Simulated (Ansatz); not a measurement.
**O2F (SMILES [O]OF) at UCCSDT(Q)/STO-3G**

What is the vertical ionisation energy of O2F at UCCSDT(Q)/STO-3G? 

The calculation is run with Ansatz 0.2.0.

## 1. The molecule

O2F: 3 atoms, total charge 0, spin state doublet. SMILES: `[O]OF`. The shape is that of a GFN2-xTB optimisation.

Bond lengths: O1–O2 1.194 Å. A long bond or contact: O2–F3 1.563 Å.

## 2. A single-point energy at UCCSDT(Q)/STO-3G

File job.yaml:

```yaml
crystal:
  periodic: [false, false, false]
  atoms:
    - {symbol: O, position_ang: [0.949760, -0.292600, 0.491570]}
    - {symbol: O, position_ang: [0.124690, 0.486900, 0.122000]}
    - {symbol: F, position_ang: [-1.074440, -0.194290, -0.613560]}
basis:
  gaussian:
    orbitals: STO-3G
magnetization:
  spin_polarized: true
  initial_magnetization: 1
correlation:
  method: ccsdt_q
  frozen_orbitals: {F: 1, O: 1}
accuracy: high
scf:
  omitted_lower_state_checks: [cluster_reference, increment]
```

Launch:

```console
$ ansatz run job.yaml --threads 1 --pin off --max-ram 2610MiB --events-out events.jsonl --progress --plain --runs-dir runs
```

What it wrote, shortened:

```text
Warning: RAYON_NUM_THREADS=1 ignored (pool sized by the plan → 1); use --threads N
Functional definition: HF
  name "HF"
[...]
250 factors; integrals over basis functions are off by at most 3.6e-8 eV
[...]
mean field -6682.84905018 eV, -245.5901727963 hartree, gradient 5.1e-8 eV, S^2 1.373873; 17 other end points of the search recorded, 0 dependent functions left out
3 core orbitals not correlated: weight in the atoms' cores, before any rotation towards them, 1.000 or more for the frozen orbitals, at most 0.000 for the correlated occupied ones
reference -6682.84905018 eV, -245.5901727963 hartree; 10, 9 occupied and 2, 3 virtual orbitals, 250 factors
second order -1.91340510 eV of doubles, -0.00000000 eV of singles
cycle   1  -2.27926753 eV  change   -3.7e-1 eV  update   8.6e-2
[...]
cycle  52  -3.66061307 eV  change    1.1e-9 eV  update   1.7e-9
perturbative correction -0.01254570 eV, -0.0004610458 hartree
Total energy: -6686.52220894 eV, -245.7251588911 hartree
Checks for a lower state left out: cluster_reference, increment
```

Wall time 1.1 s (1 thread of Arm Neoverse V2, shared host); peak memory 0.098 GiB.

## 3. The singlet cation

File job.yaml:

```yaml
crystal:
  periodic: [false, false, false]
  atoms:
    - {symbol: O, position_ang: [0.949760, -0.292600, 0.491570]}
    - {symbol: O, position_ang: [0.124690, 0.486900, 0.122000]}
    - {symbol: F, position_ang: [-1.074440, -0.194290, -0.613560]}
basis:
  gaussian: {orbitals: STO-3G}
total_charge: 1
correlation: {method: ccsdt_q, frozen_orbitals: {F: 1, O: 1}}
accuracy: high
scf: {omitted_lower_state_checks: [cluster_reference, increment]}
```

Launch:

```console
$ ansatz run job.yaml --threads 1 --pin off --max-ram 2610MiB --events-out events.jsonl --progress --plain --runs-dir runs
```

What it wrote, shortened:

```text
Warning: RAYON_NUM_THREADS=1 ignored (pool sized by the plan → 1); use --threads N
[... 2 set-up lines as earlier in the session ...]
[...]
250 factors; integrals over basis functions are off by at most 3.6e-8 eV
[...]
mean field -6671.75227433 eV, -245.1823738055 hartree, gradient 2.6e-8 eV, S^2 0.000000; 5 other end points of the search recorded, 0 dependent functions left out; unrestricted orbitals would lower it
3 core orbitals not correlated: weight in the atoms' cores, before any rotation towards them, 1.000 or more for the frozen orbitals, at most 0.000 for the correlated occupied ones
reference -6671.75227433 eV, -245.1823738055 hartree; 9, 9 occupied and 3, 3 virtual orbitals, 250 factors
second order -5.12101936 eV of doubles, -0.00000000 eV of singles
cycle   1  -5.42599433 eV  change   -3.0e-1 eV  update   1.5e-1
[...]
cycle  50  -6.96006578 eV  change  -4.7e-10 eV  update  1.4e-10
perturbative correction -0.13637160 eV, -0.0050115638 hartree
Total energy: -6678.84871170 eV, -245.4431630688 hartree
Checks for a lower state left out: cluster_reference, increment
```

It took 0.6 s on 1 thread of Arm Neoverse V2, shared host.

## 4. Summary of results

At UCCSDT(Q)/STO-3G, 3 core orbitals frozen:

```
                                                   quantity          value
                                  doublet O2F: total energy  -245.72516 Eh
   doublet O2F: correlation energy (3 core orbitals frozen)     -135.0 mEh
             doublet O2F: ⟨S²⟩ of the reference determinant          1.374
                                 doublet O2F: T1 diagnostic          0.069
                               singlet cation: total energy  -245.44316 Eh
singlet cation: correlation energy (3 core orbitals frozen)     -260.8 mEh
                              singlet cation: T1 diagnostic          0.086
         vertical ionisation energy (to the singlet cation)       7.673 eV
```

What this shows: The vertical ionisation energy comes to 7.67 eV (177 kcal/mol). Only the singlet of the ionised species was computed; a triplet could lie lower. In a minimal basis such a difference can be off by several eV, whatever the method. ⟨S²⟩ (doublet O2F) is 1.37 where a pure doublet has 0.75: the reference is spin-contaminated. The T1 diagnostic (doublet O2F) of 0.069 is above the customary mark for such species, so a single reference may not serve. The T1 diagnostic (singlet cation) of 0.086 is above the customary mark for such species, so a single reference may not serve.
